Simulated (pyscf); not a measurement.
Optimised with ωB97X-D3(BJ)/def2-SVP in PySCF.

### Question
Estimate by transition-state theory (the high-pressure limit) the rate constant of `[CH3][CH]([CH3])[O][Sn]([OH])([OH])[OH]` → `[OH][Sn]([OH])([OH])[OH]` + `[CH2]=[CH][CH3]` (singlet surface; C–O, C–H broken, H–O formed) at 1200 K, with ωB97M-D3(BJ)/def2-TZVP energies (ideal gas, 1 atm, RRHO with modes under 100 cm⁻¹ raised to 100, one conformer, R ln 2 for rigid chiral ones; no tunnelling).

### Answer
The electronic barrier is 62.6 kcal/mol and the thermal terms add -5.7, so ΔG‡ = 56.9 kcal/mol. With k_BT/h = 2.50e+13 s⁻¹ and RT = 2.385 kcal/mol, k = 1.1e+03 s⁻¹, a half-life of 6.4e-04 s through this channel alone. Wigner's tunnelling factor for 1819i cm⁻¹ would be 1.20. A shift of 1 kcal/mol in the barrier changes k by a factor 1.5. On the product side the descent ends in a complex, 6.3 kcal/mol under the separated species and 51.0 kcal/mol under the saddle at ωB97X-D3(BJ)/def2-TZVP. At ωB97X-D3(BJ) the barrier from the zero used here is 65.9 kcal/mol. One saddle was located; it need not be the lowest between these sides. Elements past Kr carry the def2 core potentials, without spin-orbit coupling.
